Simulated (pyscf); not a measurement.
# Substitution at C: `[CH4]` + `[CH3]` [doublet] -> `[CH3][CH3]` + `[H]` [doublet]

Gas phase, doublet surface, charge 0. Bonds broken: C1–H2. Bonds formed: C1–C6. Optimised with ωB97X-D3(BJ)/def2-SVP in PySCF. Correlated levels are frozen-core, on RHF or UHF. ΔMP2 is the change of the MP2 total energy from the triple- to the quadruple-zeta basis.

Transition state (Å):

```xyz
9

C     -0.0559     0.2056    -0.5369
H     -0.6222    -0.5107    -1.5832
H     -0.8971     0.9023    -0.6363
H      0.8279     0.3257    -1.1752
H     -0.1701    -0.7019     0.0684
C      0.7026     1.1646     0.8644
H     -0.0331     1.1891     1.6801
H      0.9222     2.1737     0.4890
H      1.6190     0.6374     1.1635
```

One imaginary mode, 1568i cm⁻¹; descent along it reached the two sides named.

| bond | change | reactant side (Å) | saddle | product side |
|---|---|---|---|---|
| C1–H2 | breaks | 1.100 | 1.389 | 3.8 |
| C1–C6 | forms | 3.6 | 1.860 | 1.527 |

Electronic energies relative to the separated reactants (kcal/mol):

```json
[
 {"level": "ωB97X-D3(BJ)/def2-TZVP", "barrier": "51.7", "reaction energy": "+13.3", "reverse barrier": "38.3"},
 {"level": "PBE/def2-TZVP", "barrier": "42.4", "reaction energy": "+12.9", "reverse barrier": "29.6"},
 {"level": "r²SCAN/def2-TZVP", "barrier": "47.4", "reaction energy": "+18.2", "reverse barrier": "29.1"},
 {"level": "B3LYP-D3(BJ)/def2-TZVP", "barrier": "49.2", "reaction energy": "+17.5", "reverse barrier": "31.7"},
 {"level": "PBE0-D3(BJ)/def2-TZVP", "barrier": "46.9", "reaction energy": "+13.0", "reverse barrier": "33.9"},
 {"level": "M06-2X/def2-TZVP", "barrier": "50.2", "reaction energy": "+13.5", "reverse barrier": "36.8"},
 {"level": "ωB97M-D3(BJ)/def2-TZVP", "barrier": "51.3", "reaction energy": "+14.3", "reverse barrier": "37.0"},
 {"level": "HF/def2-TZVP", "barrier": "71.4", "reaction energy": "+19.3", "reverse barrier": "52.1"},
 {"level": "MP2/def2-QZVPP", "barrier": "53.4", "reaction energy": "+10.8", "reverse barrier": "42.6"},
 {"level": "CCSD/def2-TZVPP", "barrier": "55.6", "reaction energy": "+17.1", "reverse barrier": "38.4"},
 {"level": "CCSD(T)/def2-TZVPP", "barrier": "52.5", "reaction energy": "+15.6", "reverse barrier": "36.9"},
 {"level": "CCSD(T)/def2-TZVPP + ΔMP2(QZVPP)", "barrier": "52.0", "reaction energy": "+15.5", "reverse barrier": "36.5"}
]
```

With CCSD(T)/def2-TZVPP + ΔMP2(QZVPP) energies and thermal terms (ideal gas, 1 atm, RRHO with modes under 100 cm⁻¹ raised to 100, one conformer, R ln 2 for rigid chiral ones), in kcal/mol:

```
T (K)   ΔH‡   ΔG‡     ΔH     ΔG
-----  ----  ----  -----  -----
298    51.0  60.4  +15.1  +17.9
600    51.0  69.9  +15.3  +20.8
900    51.6  79.3  +16.2  +23.3
1200   52.4  88.4  +17.2  +25.5
```

The same reactants have a lower exit, to CH₃• + CH₄ (barrier +17.0 kcal/mol at ωB97M-D3(BJ), against +51.3 kcal/mol here). This is the saddle that the search found; another between the same sides may lie lower. The angle at the attacked C is 180°. The CCSD(T) − MP2 part came from Ansatz, without density fitting, on the same reference.
